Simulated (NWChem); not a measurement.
Polarisability of CH$_{3}$ (+1)

```xyz
4

C      0.0000     0.0000     0.0000
H      0.0000     0.0000     1.1041
H     -0.9562     0.0000    -0.5520
H      0.9562     0.0000    -0.5520
```
Charge +1, spin multiplicity 1.

The numbers come from NWChem runs, not from measurements. The geometry was optimised at PBE0/def2-SVP, a minimum by its harmonic frequencies.

Basis set: Sadlej pVTZ. Static limit.

```csv
method,isotropic polarisability (bohr³),difference from CCSD linear response
CCSD linear response,8.95,0.00
B3LYP,9.06,+0.11
PBE,9.16,+0.21
HF,8.82,-0.13
PBE0,9.01,+0.06
```

The values span 0.34 bohr³, from HF (lowest) to PBE (highest). 

The correlated methods keep 1 core orbital frozen. B3LYP has NWChem's definition, with VWN1-RPA local correlation. The spin multiplicity of the parent species was assumed, not shown to be that of its ground state. The structure started from a generated list of species. No row is a measurement; the coupled-cluster row has its own basis-set and correlation limits.
